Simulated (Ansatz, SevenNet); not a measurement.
For LiNbO3 (R3c, No. 161), the machine-learned potential SevenNet-l3i5 (trained on PBE and PBE+U data) gives:

- lattice constant a: 5.222 Å
- lattice parameter c: 14.126 Å

Q: What does HSE06 (plane waves, PAW; Ansatz, a quantum-chemistry and plane-wave program) give for the same quantities?

A: 
- lattice constant a: 5.133 Å (drops by 1.7 %)
- lattice parameter c: 13.842 Å (falls by 2.0 %)

Changes are worked out from the printed values.

Unless a cell is named, each level is at its own relaxed cell (SevenNet-l3i5 11.12, HSE06 10.53 Å³/atom).

Caveats: the relaxation could not lower the start's symmetry, so the cell can be a saddle point above a distorted one (SevenNet-l3i5, HSE06). Ansatz's density-functional and Hartree–Fock values are scalar-relativistic unless marked +SOC, with PAW data made under PBE.
